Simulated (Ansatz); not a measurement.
Geometry optimisation, RKS r2SCANh/def2-SVP in Ansatz.

Input:

```yaml
crystal:
  periodic: [false, false, false]
  atoms:
    - { symbol: B, position_ang: [0.0, 0.0, 0.0] }
    - { symbol: H, position_ang: [0.7099, 0.0, 1.1951] }
    - { symbol: O, position_ang: [1.6038, 0.0, 0.1408] }
    - { symbol: H, position_ang: [1.9037, -0.9519, -0.0141] }
    - { symbol: Cl, position_ang: [-1.6108, 0.0, -0.93] }
basis:
  gaussian: { orbitals: def2-SVP }
hamiltonian:
  xc: r2scanh
relax:
  f_tol: 0.15
  max_steps: 25
  restrain:
    - { distance: [1, 2], at: 2.21, k: 30.0 }
    - { distance: [0, 1], at: 1.19, k: 30.0 }
    - { distance: [0, 2], at: 1.41, k: 30.0 }
```

Run as:

```bash
$ ansatz run input.yaml --threads 1 --pin off --max-ram 2048MiB --backend cpu --events-out ev --progress --plain --runs-dir out
```

Q: Where does it end, and by what steps?

A: The forces met the threshold. The restraints hold the end off the free minimum. After 6 steps the energy has fallen by 5.536 eV (the restraints' own energy left out); O3 moved furthest, 0.78 Å.

```tsv
step	energy less start (eV)	largest force component (eV/Å)	accepted
0	0.0000	4.533	yes
1	-1.9504	3.746	yes
2	-3.5732	3.742	yes
3	-4.8347	2.059	yes
4	-5.2787	1.594	yes
5	-5.4789	1.891	yes
6	-5.5365	1.081	yes
```

```xyz
5
Properties=species:S:1:pos:R:3
B 0.203 -0.113 0.177
H 0.177 -0.084 1.366
O 1.363 -0.394 -0.487
H 2.104 -0.561 0.107
Cl -1.240 0.200 -0.771
```

Time of the run: 18 s on 1 thread of Arm Neoverse V1, on a shared host, peak memory 0.13 GiB.
